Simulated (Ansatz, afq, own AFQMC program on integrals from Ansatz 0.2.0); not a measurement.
## BN⁺, doublet: AFQMC among the cluster methods

```json
{"atom": "B", "x (Å)": "0.0000", "y (Å)": "0.0000", "z (Å)": "0.0000"}
{"atom": "N", "x (Å)": "0.0000", "y (Å)": "0.0000", "z (Å)": "1.2750"}
```

Basis 6-31G. Only valence electrons are correlated. AFQMC by an in-house program on the Cholesky factors that Ansatz 0.2.0 writes for its CCSD(T) run. ph-AFQMC/CISD is guided by a CISD state made of CCSD amplitudes; releasing the constraint for a short imaginary time cuts its bias at the price of noise, slowly where states lie close. Free projection: walkers drawn from exp(T), propagated without any constraint. Its projection time is finite, and what remains of the start isn't in its error. ± is one standard error of the sampling.

Determinant: ROHF, the one that the program's search chose, which needn't be the lowest solution. The geometry is a point of a scan.

Full CI on the same integrals is exact in this basis and with this determinant's frozen core.

Cautions: a spin-contaminated unrestricted determinant lies lower (UHF 2.19 eV lower, ⟨S²⟩ 1.88); the search met a lower determinant of the same kind, perhaps of another symmetry (189 meV lower); strong correlation (T1 0.138, weight of the determinant 0.69, largest double 0.23); (T) is large, 11 % of the CCSD correlation; the released energies are still falling, so no released level is given (meV from the phaseless value at times in 1/Eh: -18 ± 6 at 0.24, -28 ± 5 at 0.51, -52 ± 6 at 0.99, -74 ± 7 at 1.62, -95 ± 16 at 2.40); the next higher spin lies close (full CI puts it 90 meV above).

The T1 diagnostic is 0.1376, the weight of the determinant in the CISD state is 0.694 and the size of the correlated space is 7 electrons in 16 orbitals.

Reference: full CI, correlation energy -5.336 eV. The cautions show a poor starting determinant, so the rows tell how each method copes with it here, and full CI is the sure value.

```json
{"level": "HF", "E − E(reference) (mEh)": "196.11", "share of correlation (%)": "0.00"}
{"level": "MP2", "E − E(reference) (mEh)": "40.46", "share of correlation (%)": "79.37"}
{"level": "CCSD", "E − E(reference) (mEh)": "18.77", "share of correlation (%)": "90.43"}
{"level": "CCSD(T)", "E − E(reference) (mEh)": "-1.61", "share of correlation (%)": "100.82"}
{"level": "CCSDT", "E − E(reference) (mEh)": "0.35", "share of correlation (%)": "99.82"}
{"level": "CCSDT(Q)", "E − E(reference) (mEh)": "1.38", "share of correlation (%)": "99.30"}
{"level": "CCSDTQ", "E − E(reference) (mEh)": "-0.15", "share of correlation (%)": "100.08"}
{"level": "ph-AFQMC/HF", "E − E(reference) (mEh)": "11.98 ± 1.48", "share of correlation (%)": "93.89"}
{"level": "ph-AFQMC/CISD", "E − E(reference) (mEh)": "5.19 ± 0.28", "share of correlation (%)": "97.35"}
{"level": "free AFQMC", "E − E(reference) (mEh)": "1.25 ± 0.88", "share of correlation (%)": "99.36"}
```

CCSDT and higher add their correlation energy to the determinant of the CCSD(T) run, since their own runs factorise the integrals more tightly (a shift of under 2 meV). Free projections are given only where their last times agree within the noise and don't stop above the reference; a slow remainder of the start can still hide under it.
